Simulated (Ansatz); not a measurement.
Species: NO2, charge 0, doublet. NO2 (SMILES [O]N=O, doublet).
B3LYP-D3(BJ)/def2-TZVP minimum from Ansatz (a program for electronic structure):
```xyz
3

N      0.0007    -0.0065     0.3208
O      0.0274     1.0999    -0.1182
O     -0.0281    -1.0942    -0.1625
```
Charge 0, spin multiplicity 2.

Hartree-Fock and MP2 correlation energies in hartree (Ansatz). UHF or UKS for unpaired electrons; spin-orbit terms are left out. Correlated methods leave the cores frozen. No relativity.

```json
[
 {"basis": "cc-pVTZ", "X": "3", "E(HF)": "-204.11090", "E(corr, MP2)": "-0.66834"},
 {"basis": "cc-pVQZ", "X": "4", "E(HF)": "-204.12679", "E(corr, MP2)": "-0.71723"},
 {"basis": "cc-pV5Z", "X": "5", "E(HF)": "-204.13069", "E(corr, MP2)": "withheld"}
]
```

Fit E(corr) = E∞ + A/X³ to X = 3 and 4, predict X = 5, and compare with the run.

A = (-0.66834 - (-0.71723))/(1/27 - 1/64) = 2.2833; E∞ = -0.71723 - A/64 = -0.75291; at X = 5, E∞ + A/125 = -0.73464. The run gave -0.73748, 2.84 mEh below the prediction. The same form on X = 4 and 5 gives E∞ = -0.75873, 5.82 mEh below the first estimate.
